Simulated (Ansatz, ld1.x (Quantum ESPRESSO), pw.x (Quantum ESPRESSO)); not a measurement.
# pw.x on sc Tl: one setting changed

Potential: norm-conserving Troullier–Martins (Kleinman–Bylander form), ld1.x (Quantum ESPRESSO) 7.5, PBEsol; core [Xe] 4f14, reference 5d10 6s0 6p0; waves: 6p (bound, empty): rc 2.54 bohr; 5d (bound): rc 1.36 bohr; 6s (bound, empty): rc 2.08 bohr; local part: the s channel; core correction: none.

The reference run (k-mesh 10³, cutoffs 110/440 Ry, Fermi–Dirac 0.01 Ry, mixing_beta 0.4, conv_thr 1e-9, no spin) gives -0.54 GPa at 31.205 Å³/atom, where all-electron LAPW gives -0.17 GPa. This run, with its own iteration cap, changes smearing to mv.

```
&control
  calculation='scf', prefix='x', pseudo_dir='./', outdir='./tmp', tstress=.true., disk_io='none'
/
&system
  ibrav=0, nat=1, ntyp=1, ecutwfc=110, ecutrho=440, nbnd=14,
  occupations='smearing', smearing='mv', degauss=0.01
/
&electrons
  conv_thr=1e-09, mixing_beta=0.4, electron_maxstep=70
/
ATOMIC_SPECIES
Tl 1.0 Tl.UPF
CELL_PARAMETERS angstrom
  3.14828999 0.00000000 0.00000000
  0.00000000 3.14828999 0.00000000
  0.00000000 0.00000000 3.14828999
ATOMIC_POSITIONS crystal
Tl 0.0000 0.0000 0.0000
K_POINTS automatic
10 10 10 0 0 0
```

```bash
pw.x < Tl.scf.in > Tl.scf.out
```

Q: How does the run end?

A: It converges in 9 iterations; the free energy moves by +17.8 meV/atom and the pressure by -0.10 GPa. This scheme is built to cancel the term in the square of the width that Fermi–Dirac smearing leaves in the F of a metal.

```
Message from routine setup:
     using ibrav=0 with symmetry is DISCOURAGED, use correct ibrav instead
     lattice parameter (alat)  =       5.9494  a.u.
     unit-cell volume          =     210.5818 (a.u.)^3
     number of electrons       =        13.00
     number of Kohn-Sham states=           14
     kinetic-energy cutoff     =     110.0000  Ry
     charge density cutoff     =     440.0000  Ry
     scf convergence threshold =      1.0E-09
     Exchange-correlation= PBESOL
     number of k points=    56  Marzari-Vanderbilt smearing, width (Ry)=  0.0100
     iteration #  1     ecut=   110.00 Ry     beta= 0.40
     total energy              =     -96.88005926 Ry
     estimated scf accuracy    <      15.23797093 Ry
     iteration #  2     ecut=   110.00 Ry     beta= 0.40
     total energy              =    -100.48699970 Ry
     estimated scf accuracy    <       0.01192788 Ry
     iteration #  3     ecut=   110.00 Ry     beta= 0.40
     total energy              =    -100.48747543 Ry
     estimated scf accuracy    <       0.00373609 Ry
     [... 3 iterations left out ...]
     iteration #  7     ecut=   110.00 Ry     beta= 0.40
     total energy              =    -100.48813464 Ry
     estimated scf accuracy    <       0.00000238 Ry
     iteration #  8     ecut=   110.00 Ry     beta= 0.40
     total energy              =    -100.48813504 Ry
     estimated scf accuracy    <       0.00000001 Ry
     iteration #  9     ecut=   110.00 Ry     beta= 0.40
     the Fermi energy is     9.4311 ev
!    total energy              =    -100.48813505 Ry
     estimated scf accuracy    <          2.4E-10 Ry
     smearing contrib. (-TS)   =      -0.00017498 Ry
     The total energy is F=E-TS. E is the sum of the following terms:
     one-electron contribution =     -30.05844149 Ry
     hartree contribution      =      23.35754477 Ry
     xc contribution           =     -13.19022952 Ry
     ewald contribution        =     -80.59683383 Ry
     convergence has been achieved in   9 iterations
          total   stress  (Ry/bohr**3)                   (kbar)     P=       -6.45
     Message from routine punch:
     Nothing written, as per user request (disk_io='none')
```

The run took about 25 s on one core of a shared host (Neoverse-V2, 96 threads, 742 GiB, load 30).
